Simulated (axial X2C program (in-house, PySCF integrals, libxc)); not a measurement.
**PCN⁺: bond lengths and stretches, held linear**

One table from this session's results is given with a row withheld; the runs are named, their logs left out.

The runs use an in-house X2C program for linear molecules on PySCF integrals; all-electron X2C, two-component (2c) or spin-free, P dyall-v3z, C dyall-v3z, N dyall-av3z.

All values are calculated.

2 further runs of the same task are left out: 2 set aside as unsound or not needed.

The first run:

File task.json:

```json
{"zs": [15, 6, 7], "q": 1, "bas": ["dyall-v3z", "dyall-v3z", "dyall-av3z"], "r0": [1.81, 1.16], "symm": 0, "scan": ["PBE0", "HF", "TPSSh"], "levels": ["PBE0", "HF", "PBE"], "nst": 2}
```

Keys: zs atomic numbers; q charge; bas basis sets; r0 starting distance in Å; symm equal bonds; scan levels of the two-bond scan; levels methods; nst determinants followed.

Run with:

```bash
$ python solin.py task.json out
```

Masses P 30.974, C 12.000, N 14.003 u.

Steps of the session up to this table: Scan at PBE0, 2c; Scan at TPSSh, 2c; Scan at PBE0, spin-free.

One of the session's tables, all rows but one given; the rest of the session is left out.

| level | lower stretch (cm⁻¹) | upper stretch (cm⁻¹) |
| --- | --- | --- |
| PBE0, 2c | 733.7 | 2076.6 |
| TPSSh, 2c | 723.2 | 2029.0 |
| PBE0, spin-free | ? | ? |
| TPSSh, spin-free | 723.4 | 2028.4 |

Estimate the missing values for PBE0, spin-free.

**Answer.** lower stretch (cm⁻¹): 733.9; upper stretch (cm⁻¹): 2076.0. In the column «lower stretch (cm⁻¹)» it is the highest.

Scans not shown above were run alike.

The molecule was held linear; bending was not examined, so a bent shape may lie lower. Note: functional without a current term on a determinant with orbital currents, of the molecule or an atom.
